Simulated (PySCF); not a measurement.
Computed and published core binding energies of `COC`

What was measured (core binding energies): C 1s of C1/C3 292.17 eV [1]; C 1s of C1/C3 292.34 eV [2]. Sources and the comparison follow the method.

Species: C2H6O.
Bonds: C1–O2, O2–C3. Hydrogens: H4, H5, H6 on C1; H7, H8, H9 on C3.

Method: delta-SCF UKS SCAN, pcX-3 on the ionised atom, pcseg-2 elsewhere, spin-free X2C (PySCF 2.14.0). Each binding energy is the total energy of the core-ionised species, with the hole localised on one atom, minus that of the ground state; both are solved self-consistently, so orbital relaxation is included.

```json
{"atom": "C1/C3", "environment": "methoxy carbon", "level": "C 1s", "this calculation (eV)": "292.17", "reference (eV)": "292.17", "difference (eV)": "0.00", "source": "[1]"}
{"atom": "C1/C3", "environment": "methoxy carbon", "level": "C 1s", "this calculation (eV)": "292.17", "reference (eV)": "292.34", "difference (eV)": "-0.17", "source": "[2]"}
```

[1] measured, gas; CORE65 (Golze, Keller, Rinke, J. Phys. Chem. Lett. 2020, 11, 1840), as tabulated in Jana, Herbert, J. Chem. Phys. 2023, 158, 094111, SI
[2] measured, gas; Chong, Molecules 2021, 26, 1947 (electron spectra of vapor-phase indole and four azaindoles)

**Question.** How far is it from the measured entries?

**Answer.** Over the 2 different measured values (1 distinct line) the mean signed difference is -0.08 eV, the mean unsigned one 0.08 eV and the largest 0.17 eV. The calculation is vertical and has no vibrational structure, and measured positions depend on the energy calibration.

**Question.** What does the calculation give for the levels without a reference value here?

**Answer.** O2 O 1s 538.53 eV.

Atoms equivalent by their bonding share one computed value, that of the first of them. Isolated species at its PBE0-D3(BJ)/def2-TZVP geometry, gas phase.
